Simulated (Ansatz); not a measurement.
**Na₄MgGe₂Se₆ (C2, No. 5; cell taken from a computed entry)**

All values below come from PBEsol in Ansatz (PAW).

Settings: plane-wave cutoff 520 eV, 6×6×6 k mesh, Fermi–Dirac smearing 0.01 eV, scalar-relativistic PAW data made under PBE.

Cell: relaxed with PBEsol: a = 7.7179 Å, b = 11.9078 Å, c = 7.0598 Å, α = γ = 90.00°, β = 106.62°.

For Na₄MgGe₂Se₆ (C2, No. 5; cell taken from a computed entry), the band gap is 1.91 eV (indirect). The smallest direct gap on the k points sampled comes out as 1.96 eV. The direct gap at Γ is 2.70 eV.

Note: this cell isn't known to be the ambient phase, and symmetry holds it in the calculation.

Spin–orbit coupling is not included.

It cost around 7 core-minutes (rough) of CPU time.

Ansatz is a quantum-chemistry and plane-wave program.
